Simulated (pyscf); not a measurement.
**Hydrogen abstraction: H₃C–CH₂–ZnH + H• → •H₂C–CH₂–ZnH + H₂**

Gas phase, doublet surface, charge 0. Bonds broken: C1–H4. Bonds formed: H4–H10. PySCF, gas phase, ωB97X-D3(BJ)/def2-SVP geometries.

Transition state (Å):

```xyz
10

C      0.4076    -0.2081    -0.3754
C      0.0397     0.0808     1.0557
Zn     1.6140     0.0484     2.2250
H     -0.6836    -0.1782    -1.1313
H      0.7844    -1.2225    -0.5772
H      1.0363     0.5482    -0.8699
H     -0.4442     1.0702     1.1416
H     -0.6916    -0.6593     1.4270
H      2.8704     0.0191     3.1278
H     -1.4983    -0.1504    -1.6619
```

One imaginary mode, 1363i cm⁻¹; descent along it reached the two sides named.

```tsv
bond	change	reactant side (Å)	saddle	product side
C1–H4	breaks	1.104	1.328	2.8
H4–H10	forms	3.3	0.973	0.762
```

Electronic energies relative to the separated reactants (eV):

| level | barrier | reaction energy | reverse barrier |
|---|---|---|---|
| ωB97X-D3(BJ)/def2-TZVP | 0.34 | -0.33 | 0.67 |
| PBE/def2-TZVP | 0.07 | -0.40 | 0.47 |
| r²SCAN/def2-TZVP | 0.02 | -0.54 | 0.57 |
| B3LYP-D3(BJ)/def2-TZVP | 0.08 | -0.50 | 0.58 |
| PBE0-D3(BJ)/def2-TZVP | 0.19 | -0.33 | 0.52 |
| M06-2X/def2-TZVP | 0.37 | -0.39 | 0.77 |
| ωB97M-D3(BJ)/def2-TZVP | 0.33 | -0.34 | 0.66 |
| HF/def2-TZVP | 0.81 | -0.18 | 1.00 |

With ωB97M-D3(BJ)/def2-TZVP energies and thermal terms (ideal gas, 1 atm, RRHO with modes under 100 cm⁻¹ raised to 100, one conformer, R ln 2 for chiral ones without a mode under 150 cm⁻¹), in eV:

```tsv
T (K)	ΔH‡	ΔG‡	ΔH	ΔG
298	0.22	0.51	-0.43	-0.50
600	0.21	0.81	-0.40	-0.59
900	0.21	1.12	-0.40	-0.69
1200	0.20	1.42	-0.41	-0.79
```

•H₂C–CH₂–ZnH lies 0.87 eV over its isomer [H₃C–CH₂–Zn]• (electronic energy, ωB97M-D3(BJ)). This is the saddle that the search found; another between the same sides may lie lower. The angle at the transferred H is 178°. Elements up to Kr have no core potential and no relativistic terms here.
